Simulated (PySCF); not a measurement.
## Frontier levels across methods

C₃H₅N₃.
Numbering: `[CH3:1][n:2]1[n:3][cH:4][cH:5][n:6]1` (hydrogens: H7, H8, H9 on C1; H10 on C4; H11 on C5)

Structure used (PBE0-D3(BJ)/def2-SVP), in Å, numbered top down from 1:
```
atom  x, y, z in Å
C1    -1.7464   -0.0600   -0.0320
N2    -0.3065   -0.0374   -0.0368
N3     0.4101   -1.1211    0.1667
C4     1.6659   -0.6860    0.1267
C5     1.6395    0.6985   -0.1038
N6     0.3687    1.0781   -0.1995
H7    -2.1361    0.3833    0.8962
H8    -2.0633   -1.1059   -0.1032
H9    -2.1234    0.5114   -0.8897
H10    2.5049   -1.3660    0.2571
H11    2.4529    1.4137   -0.2059
```

Basis pcSseg-2 throughout (PySCF), one geometry. Isolated species at its PBE0-D3(BJ)/def2-SVP geometry, gas phase.

Question: How do the orbital energies, the gap and the dipole change with the method?

Answer: 
```
  method           kind  HOMO (eV)  LUMO (eV)  gap (eV)  μ (D)  SCF cycles
   B97-D            GGA      -6.41      -1.10      5.31   0.52          15
     KT2            GGA      -6.45      -1.10      5.36   0.54          15
     KT3            GGA      -6.46      -1.11      5.35   0.54          15
   B3LYP  global hybrid      -7.38      -0.43      6.95   0.48          14
    PBE0  global hybrid      -7.58      -0.16      7.42   0.51          14
mPW1PW91  global hybrid      -7.59      -0.18      7.42   0.50          14
```

The HOMO spans 1.18 eV, from B97-D down to mPW1PW91, and the gap runs from 5.31 eV (B97-D) to 7.42 eV (PBE0). Over the methods B97-D (0 %), KT2 (0 %), KT3 (0 %), B3LYP (20 %), PBE0 (25 %), mPW1PW91 (25 %), a straight line through the gap against the share of exact exchange rises by 0.83 eV for each 10 % (correlation coefficient 1.000). The dipole ranges from 0.48 D (B3LYP) to 0.54 D (KT3). This basis has no diffuse functions.
